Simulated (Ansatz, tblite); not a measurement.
Forces on AlH2(SMe) (CH5AlS) at its r2SCAN-D4/def2-TZVP geometry. The state is a singlet with charge 0.

The xTB rows come from tblite.

GFN1-xTB (tblite), largest force 0.45 eV/Å:

```xyz
8
positions Å, forces eV/Å
Al   -1.367    0.852   -0.675    0.185   -0.010    0.004
H    -2.164   -0.116    0.293    0.079    0.317   -0.304
H    -2.028    1.931   -1.620    0.101   -0.310    0.275
S     0.796    0.695   -0.709   -0.451    0.047   -0.007
C     1.131   -0.642    0.499    0.193    0.094   -0.109
H     0.212   -1.013    0.951   -0.048   -0.094    0.093
H     1.784   -0.249    1.277   -0.036   -0.064   -0.023
H     1.635   -1.458   -0.017   -0.024    0.020    0.071
```

GFN2-xTB (tblite), largest force 0.48 eV/Å:

```
Al -0.451 0.036 0.019
H 0.111 0.296 -0.287
H 0.049 -0.355 0.320
S 0.376 0.051 -0.082
C 0.156 -0.198 0.164
H -0.135 0.037 -0.022
H -0.060 0.020 -0.106
H -0.046 0.114 -0.005
```

B97M-V/def2-TZVP (Ansatz), largest force 0.19 eV/Å:

```
Al 0.045 0.007 0.000
H 0.036 0.050 -0.053
H 0.025 -0.068 0.057
S -0.062 -0.128 0.121
C 0.002 0.039 -0.040
H 0.156 0.054 -0.068
H -0.115 -0.086 -0.125
H -0.087 0.132 0.108
```
